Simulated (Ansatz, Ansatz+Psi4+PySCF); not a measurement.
```xyz
2

Al    0.0000    0.0000   -0.9718
P     0.0000    0.0000    0.9718
```

Basis set: cc-pV(T+d)Z (spherical functions). Correlated methods keep 10 orbitals frozen. Correlation on ROHF uses semicanonical orbitals with singles. Charge 0, multiplicity 3.

Computed with Ansatz (development build ahead of 0.2.0); the reference of a correlated method needn't be the lowest determinant of its kind.

(1) Give the atomization energy at this shape (free ground-state atoms in the same class of orbitals less the molecule, no zero-point energy) of triplet AlP by ROHF-CCSD(T), UHF-BCCD(T).

Answers

(1)

```csv
method,atomization energy
ROHF-CCSD(T),1.24 eV
UHF-BCCD(T),1.24 eV
```

Caution: the reference determinant was not shown to be the lowest; the shape is not the minimum.
